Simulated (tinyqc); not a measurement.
Ways to converge the cycle: SCF convergence aids in the sto-3g basis, for NH3+, spin multiplicity 2. Computed by the program tinyqc with PySCF. 

Geometry (angstrom):
```
atom        x        y       z
N      0.0000   0.0000  0.3990
H      1.1860   0.0000  0.0000
H     -0.5930   1.0270  0.0000
H     -0.5930  -1.0270  0.0000
```

lowest solution found by these runs and by PySCF with stability checks = -55.116726 hartree

UHF with one setting changed at a time; a run stops when the energy changes by less than 1e-09 hartree and the error matrix is below 1e-5. The start is the core Hamiltonian. Damping d keeps d of the old density; a shift (hartree) raises the virtual levels; DIIS n extrapolates F over n matrices.

Largest element of the error matrix X^T (FDS - SDF) X:
```
iteration    plain  damping 0.3  damping 0.6  shift 0.4   DIIS 3   DIIS 8
1          2.8e-01      2.8e-01      2.8e-01    2.8e-01  2.8e-01  2.8e-01
2          1.5e-01      5.3e-02      1.7e-01    1.3e-01  1.5e-01  1.5e-01
3          4.2e-02      3.1e-02      1.0e-01    2.3e-02  2.2e-02  2.2e-02
4          1.3e-02      1.8e-02      5.8e-02    1.3e-02  4.8e-03  4.8e-03
5          5.8e-03      1.1e-02      3.3e-02    7.7e-03  3.0e-03  2.9e-03
6          2.8e-03      6.9e-03      2.4e-02    4.5e-03  2.0e-03  1.8e-03
8          1.6e-03      2.8e-03      1.4e-02    2.3e-03  2.6e-04  2.0e-05
10         1.0e-03      1.9e-03      8.5e-03    1.6e-03  1.7e-05  1.6e-07
14         4.2e-04      1.0e-03      3.2e-03    8.3e-04        -        -
20         1.1e-04      4.1e-04      1.4e-03    3.2e-04        -        -
30         1.1e-05      8.7e-05      6.1e-04    6.4e-05        -        -
45               -      8.6e-06      1.7e-04          -        -        -
60               -            -      4.7e-05          -        -        -
```

How each run ends:
```
run          iterations  E (hartree)                                                        state
plain                32   -55.116726                                                 lowest found
damping 0.3          46   -55.116726                                                 lowest found
damping 0.6         >60   -55.116726  falls steadily but slowly, by a factor of about 0.92 a step
shift 0.4            43   -55.116726                                                 lowest found
DIIS 3               13   -55.116726                                                 lowest found
DIIS 8               10   -55.116726                                                 lowest found
```

5 of 6 runs reach the lowest solution found, in 10 to 46 iterations (fastest: DIIS 8). Not converged: damping 0.6. Plain steps already contract here, so damping only slows them. DIIS 3 and DIIS 8 gain by cancelling the error over several earlier matrices, much as a quasi-Newton step does.
